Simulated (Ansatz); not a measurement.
## Dissociation curves of NO (nitric oxide)

NO: 2 atoms, total charge 0, spin state doublet. SMILES: `[N]=O`. Geometry: relaxed at PBE0-D4/def2-TZVP.

```xyz
2

N    -0.4836    0.1770   -0.2440
O     0.4836   -0.1770    0.2440
```

The N1–O2 distance is scanned; the parts on either side stay rigid. Basis STO-3G, 2 core orbitals frozen in the correlated methods; program Ansatz 0.2.0. FCI is exact within this basis and core. Energies in eV from each method's value at 1.140 Å; open shells run as named. The shape above is that at 1.140 Å.

```json
{"distance (Å)": "1.140", "USVWN5": "0.00", "U-wB97M-V": "0.00", "UHSE06": "0.00", "UCCSDT(Q)": "0.00", "FCI": "0.00"}
{"distance (Å)": "1.425", "USVWN5": "0.35", "U-wB97M-V": "0.82", "UHSE06": "0.70", "UCCSDT(Q)": "0.11", "FCI": "0.08"}
{"distance (Å)": "1.710", "USVWN5": "3.38", "U-wB97M-V": "3.18", "UHSE06": "2.93", "UCCSDT(Q)": "2.28", "FCI": "2.20"}
{"distance (Å)": "2.279", "USVWN5": "6.62", "U-wB97M-V": "5.07", "UHSE06": "4.83", "UCCSDT(Q)": "3.45", "FCI": "3.44"}
{"distance (Å)": "2.849", "USVWN5": "7.26", "U-wB97M-V": "5.33", "UHSE06": "5.09", "UCCSDT(Q)": "3.54", "FCI": "3.54"}
```

Departure from the FCI curve at its largest: USVWN5 +3.72 eV at 2.85 Å; U-wB97M-V +1.78 eV at 2.85 Å; UHSE06 +1.55 eV at 2.85 Å; UCCSDT(Q) +0.07 eV at 1.71 Å. For the functionals part of the departure is owed to the small basis.
